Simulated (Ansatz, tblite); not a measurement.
# The cluster Rb₂H₂: rung by rung

How do method and basis change the picture of the cluster Rb₂H₂ (singlet)?

The runs use Ansatz 0.2.0, Gaussian basis; as each input shows.

Levels to be run: GFN1-xTB, GFN2-xTB, PBE-D4/def2-TZVP, r2SCAN-D4/def2-TZVP, LC-ωPBE/def2-TZVP, B97M-V/def2-TZVP, BHLYP-D4/def2-TZVP, HF/def2-TZVP, ωB97X-V/def2-TZVP, PBE+5HF/def2-TZVP, PBE+10HF/def2-TZVP, PBE+15HF/def2-TZVP, PBE+35HF/def2-TZVP, PBE+50HF/def2-TZVP, PBE-D4/def2-SVP, PBE0-D4/def2-SVP, PBE0-D4/def2-TZVPD, PBE-D4/def2-TZVPD, r2SCAN-D4/def2-TZVPD, CCSD(T)/def2-TZVPP, MP2/def2-TZVP, RPA/def2-TZVP, CCSD(T)/def2-TZVPD.

3 further runs of the same task are left out: 3 set aside as unsound or not needed. Runs told in other sessions of the task aren't counted.

**1. The geometry**

The geometry is that of the singlet, from an earlier relaxation (r2SCAN-D4/def2-TZVP). At that level it is the lowest of the isomers that a small search found.

4 atoms, charge 0, spin multiplicity 1.

Bond lengths: Rb1–Rb2 3.937 Å, Rb1–H3 2.659 Å, Rb1–H4 2.659 Å, Rb2–H3 2.659 Å, Rb2–H4 2.659 Å. Angles: Rb2–Rb1–H3 42.2°, Rb2–Rb1–H4 42.2°, H3–Rb1–H4 84.5°, Rb1–Rb2–H3 42.2°, Rb1–Rb2–H4 42.2°, H3–Rb2–H4 84.5°, Rb1–H3–Rb2 95.5°, Rb1–H4–Rb2 95.5°.

Rb takes a core potential in the def2 sets. No spin-orbit coupling is included.

PBE0-D4/def2-TZVP was run before; its log isn't repeated, and its numbers join the tables.

**2. GFN1-xTB**

Tight binding, by tblite at 300 K electronic temperature and without a spin-polarisation term:

```python
tblite.interface.Calculator('GFN1-xTB', numbers, positions, charge=0, uhf=0).singlepoint()
```

Energy -49.3336 eV, HOMO -11.77 eV, LUMO -8.36 eV; 0.003 s.

**3. GFN2-xTB**

Tight binding, by tblite at 300 K electronic temperature and without a spin-polarisation term:

```python
tblite.interface.Calculator('GFN2-xTB', numbers, positions, charge=0, uhf=0).singlepoint()
```

Energy -39.8816 eV, HOMO -7.98 eV, LUMO -5.05 eV; 0.001 s.

**4. PBE-D4/def2-TZVP**

start.molden holds the orbitals of an earlier run on this state, given as this run's starting guess.

in.yaml

```yaml
crystal:
  periodic: [false, false, false]
  atoms:
    - {symbol: Rb, position_ang: [0.323451, 1.940719, 0.059933]}
    - {symbol: Rb, position_ang: [-0.323461, -1.940706, -0.059954]}
    - {symbol: H, position_ang: [1.762883, -0.292067, -0.054386]}
    - {symbol: H, position_ang: [-1.762883, 0.292043, 0.054407]}
basis:
  gaussian: {orbitals: def2-TZVP, initial_orbitals: start.molden}
hamiltonian: {xc: pbe, dispersion: d4}
scf: {omitted_lower_state_checks: [starts]}
output: {orbitals: {seedname: orbitals}}
```

Launch:

```bash
> ansatz run in.yaml --threads 4 --pin off --events-out ev --progress --plain --max-ram 3916MiB
```

The runs that follow: r2SCAN-D4/def2-TZVP; LC-ωPBE/def2-TZVP; B97M-V/def2-TZVP; BHLYP-D4/def2-TZVP; HF/def2-TZVP; ωB97X-V/def2-TZVP; PBE+5HF/def2-TZVP; PBE+10HF/def2-TZVP; PBE+15HF/def2-TZVP; PBE+35HF/def2-TZVP; PBE+50HF/def2-TZVP; PBE-D4/def2-SVP; PBE0-D4/def2-SVP; PBE0-D4/def2-TZVPD; PBE-D4/def2-TZVPD; r2SCAN-D4/def2-TZVPD; CCSD(T)/def2-TZVPP; MP2/def2-TZVP; RPA/def2-TZVP; CCSD(T)/def2-TZVPD.

**Question.** What will the summary of the whole plan be? Wanted: gap in def2-TZVP, named functionals and Hartree-Fock, smallest and largest; gap over the share of exact exchange; correlation energy, CCSD(T)/def2-TZVPP; correlation energy, MP2/def2-TZVP; correlation energy, CCSD(T)/def2-TZVPD; binding an atom, CCSD(T)/def2-TZVPP; PBE0 total energy, smallest basis above largest.

**Answer**, as computed:

| quantity | value |
| --- | --- |
| gap in def2-TZVP, named functionals and Hartree-Fock, smallest and largest | 2.08 eV (PBE-D4), 6.91 eV (LC-ωPBE) |
| gap over the share of exact exchange | 2.08 eV at 0, 4.92 eV at 0.5 |
| correlation energy, CCSD(T)/def2-TZVPP | -7.56 eV |
| correlation energy, MP2/def2-TZVP | -4.65 eV |
| correlation energy, CCSD(T)/def2-TZVPD | -5.78 eV |
| binding an atom, CCSD(T)/def2-TZVPP | 1.174 eV |
| PBE0 total energy, smallest basis above largest | 0.12 eV (def2-SVP, def2-TZVPD) |

Orbital gaps of the named functionals and Hartree-Fock in def2-TZVP span 2.08 eV (PBE-D4) to 6.91 eV (LC-ωPBE); exact exchange widens it. Raising the share of exact exchange from 0 to 0.5 moves the HOMO by -1.95 eV and the LUMO by +0.89 eV. The functionals in def2-TZVP miss CCSD(T)/def2-TZVPP by +0.001 (PBE0-D4) to +0.133 eV (B97M-V) an atom. The reference is CCSD(T) in one finite basis, so it carries an error of its own, often a tenth of an eV or more, and near misses can't be ranked.
